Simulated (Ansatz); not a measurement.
Ideal-gas functions of C₂H₂F₂, SMILES `F/C=C/F` at 600 K and 1 bar, from an Ansatz frequency run at PBE0-D4/def2-TZVP.

Molar mass 64.03 g/mol, point group C2h (symmetry number 2), electronic degeneracy 1, moments of inertia 8.695, 124.679, 133.374 u Å². Harmonic wavenumbers (cm⁻¹, unscaled): 319, 344, 564, 839, 918, 1178, 1205, 1299, 1311, 1777, 3230, 3236.

Use S(trans) = R[1.5 ln M + 2.5 ln T − 1.1517]; rotational temperatures θ = 24.2544 K / I; S(rot) = R[ln(√π/σ · √(T³/θAθBθC)) + 1.5]; for each mode x = 1.438777 ν̃/T, S = R[x/(eˣ − 1) − ln(1 − e⁻ˣ)] and H = RT x/(eˣ − 1); 1 cm⁻¹ = 0.0119627 kJ/mol; R = 8.31446 J/(mol·K).

Task: By hand: the entropy, in J/(mol·K).

Result: Translation 175.3. Rotation: θ = 2.7895, 0.1945, 0.1819 K, giving 100.9. Vibration, mode by mode: 10.74, 10.15, 6.41, 3.78, 3.25, 1.99, 1.89, 1.58, 1.54, 0.63, 0.03, 0.03, in all 42.0. Electronic 0.0. Sum 318.2 J/(mol·K).

Task: By hand: H − E and G − E in kJ/mol, counted from the electronic energy.

Result: Zero-point energy ½ × 16220 × 0.0119627 = 97.0; thermal vibration 15.3; translation, rotation and pV give 4 RT = 20.0. H − E = 132.3 kJ/mol, and G − E = 132.3 − 600 × 318.2/1000 = -58.6 kJ/mol.

Vibration gives 13 % of the entropy.
